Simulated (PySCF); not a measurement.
## Simulated absorption spectrum

Species: methylsilylchloride, CH5ClSi.
SMILES: `C[SiH2]Cl`

Method used: TDDFT CAM-B3LYP/def2-SVPD, vertical, gas phase, core orbitals frozen in the response in PySCF 2.14.0, density-fitted response routines. Geometry: GFN2-xTB; no solvent, vibrations or thermal averaging.

Broadening: Gaussians 0.25 eV wide at half height, area fixed by f = 4.319×10⁻⁹ ∫ε dν̃. The width is an assumption, not a result. The curve ends short of the highest state used, and states not computed would add to its high-energy end.

(E (eV), ε (L mol⁻¹ cm⁻¹)): (7.48, 2), (7.51, 7), (7.53, 12), (7.55, 22), (7.58, 50), (7.60, 83), (7.62, 132), (7.64, 203), (7.67, 363), (7.69, 513), (7.71, 701), (7.74, 1052), (7.76, 1322), (7.78, 1607), (7.81, 2022), (7.83, 2261), (7.85, 2445), (7.87, 2557), (7.90, 2573), (7.92, 2483), (7.94, 2326), (7.97, 2012), (7.99, 1791), (8.01, 1600), (8.03, 1470), (8.06, 1459), (8.08, 1612), (8.10, 1915), (8.13, 2661), (8.15, 3338), (8.17, 4125), (8.20, 5406), (8.22, 6235), (8.24, 6961), (8.26, 7519), (8.29, 7927), (8.31, 7877), (8.33, 7573), (8.36, 6716), (8.38, 5955), (8.40, 5116), (8.42, 4261), (8.45, 3061), (8.47, 2367), (8.49, 1780), (8.52, 1110), (8.54, 794), (8.56, 570), (8.59, 382), (8.61, 342), (8.63, 366), (8.65, 454), (8.68, 717), (8.70, 997), (8.72, 1374), (8.75, 2149)

Question: Locate the maxima and give the states behind the curve.

Answer: 157 nm (7.89 eV), ε about 2600, made up of S1 (46%) and S2 (53%); 149 nm (8.30 eV), ε about 7900, made up of S3 (93%) (ε in L mol⁻¹ cm⁻¹; maxima over ε = 5, shares over 10%). At its high-energy end, 8.75 eV, the curve is still rising (ε about 2100, from S5 and S6). The states used: S1 7.86 eV (f 0.012); S2 7.91 eV (f 0.013); S3 8.29 eV (f 0.069); S4 8.39 eV (f 0.0077); S5 8.83 eV (f 0.0086); S6 8.95 eV (f 0.082); S7 9.21 eV (f 0.073); S8 9.35 eV (f 0.0063).

Question: What would ε be at 8.30 eV, the highest of these maxima, with half the width (0.125 eV)?

Answer: About 14900 L mol⁻¹ cm⁻¹ against 7940, a factor of about 1.9; a lone state at its own centre would give exactly 2.

Question: Coming from long wavelengths, where does ε first pass 100 L mol⁻¹ cm⁻¹?

Answer: At about 163 nm (7.61 eV), 0.25 eV below S1.

Question: Does any computed singlet lie in the visible range?

Answer: No computed singlet lies in the visible range (380 to 750 nm); the lowest, at 158 nm, stands 4.60 eV above its violet end (3.26 eV).
